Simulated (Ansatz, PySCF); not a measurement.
Gas-phase enthalpy of formation at 298 K, by the atomisation route, of [SiH3][SiH3] (SMILES; Si2H6). Structures are relaxed separately at B3LYP-D3(BJ)/def2-TZVP in Ansatz (a quantum-chemistry and plane-wave program). Cores are frozen in the correlated levels unless marked. UHF or UKS for open shells. No spin-orbit coupling. No relativistic terms. Basis-set limits of correlation are two-point, X^-3; Hartree-Fock from the larger set. The bracket is a focal-point correction in the basis named. Thermal terms are rigid-rotor harmonic-oscillator values from B3LYP-D3(BJ) frequencies (PySCF) at 298.15 K and 1 atm. 1 Eh = 627.5095 kcal/mol.

```json
[
 {"species": "[SiH3][SiH3]", "count": "1", "E, RI-MP2/CBS(def2-TZVPPD,def2-QZVPPD)+[CCSD(T)-MP2]/def2-TZVPPD (Ansatz) (Eh)": "-581.74048", "E, PBE/def2-TZVPD (Ansatz) (Eh)": "-582.27288", "measured ΔHf at 0 K (kcal/mol)": "-", "H(298) - H(0) of the element (kcal/mol)": "-"},
 {"species": "H atom", "count": "6", "E, RI-MP2/CBS(def2-TZVPPD,def2-QZVPPD)+[CCSD(T)-MP2]/def2-TZVPPD (Ansatz) (Eh)": "-0.49998", "E, PBE/def2-TZVPD (Ansatz) (Eh)": "-0.49962", "measured ΔHf at 0 K (kcal/mol)": "51.63", "H(298) - H(0) of the element (kcal/mol)": "1.01"},
 {"species": "Si atom", "count": "2", "E, RI-MP2/CBS(def2-TZVPPD,def2-QZVPPD)+[CCSD(T)-MP2]/def2-TZVPPD (Ansatz) (Eh)": "-288.94272", "E, PBE/def2-TZVPD (Ansatz) (Eh)": "-289.22297", "measured ΔHf at 0 K (kcal/mol)": "106.60", "H(298) - H(0) of the element (kcal/mol)": "0.76"}
]
```

Molecule: zero-point energy 30.68, H(298) - H(0) 3.76 kcal/mol. The route leaves out scalar relativity and anharmonic zero-point terms, the atoms' spin-orbit terms, and in the frozen-core level the core correlation. Atomic data: G2/97 table in ASE, which holds older values for B and Si.

**Question.** Work out De, D0 and ΔHf at 0 and 298 K at both levels, and their errors against the measured value.

**Answer.** 
The atoms' values sum to 522.98 (0 K) and 7.58 (thermal), in kcal/mol.
- RI-MP2/CBS(def2-TZVPPD,def2-QZVPPD)+[CCSD(T)-MP2]/def2-TZVPPD: De = 536.62; D0 = 536.62 - 30.68 = 505.94; ΔHf(0 K) = 522.98 - 505.94 = 17.04; ΔHf(298 K) = 17.04 + 3.76 - 7.58 = 13.22; error -5.9.
- PBE/def2-TZVPD: De = 520.34; D0 = 520.34 - 30.68 = 489.66; ΔHf(0 K) = 522.98 - 489.66 = 33.32; ΔHf(298 K) = 33.32 + 3.76 - 7.58 = 29.50; error +10.4.
Measured: 19.1 kcal/mol (G2/97 table in ASE (Curtiss et al.)). This is an older compilation, not checked against later work.
